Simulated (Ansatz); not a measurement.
Wurtzite GaN, treated with rVV10 in Ansatz (plane waves, PAW).

Total energies, extrapolated to zero smearing (they compare only within this program, potentials and cutoff; free atoms with spin allowed, lowest state found):

```tsv
system	energy (eV/atom)
wurtzite GaN, relaxed	-2099.7198
free Ga atom	-3807.7275
free N atom	-382.6526
```

### Question
Work out the cohesive energy per atom.

### Answer
E_coh = [1 × (-3807.7275) + 1 × (-382.6526)]/2 − (-2099.7198) = 4.53 eV/atom. The reference value is 4.53 eV/atom (measured, temperature not stated, not corrected to a static lattice; as tabulated in Zoroddu et al. (2001), arXiv:cond-mat/0011434), a difference of 0.00 eV/atom.

The PAW data were made under PBE.

Ansatz is a first-principles code.
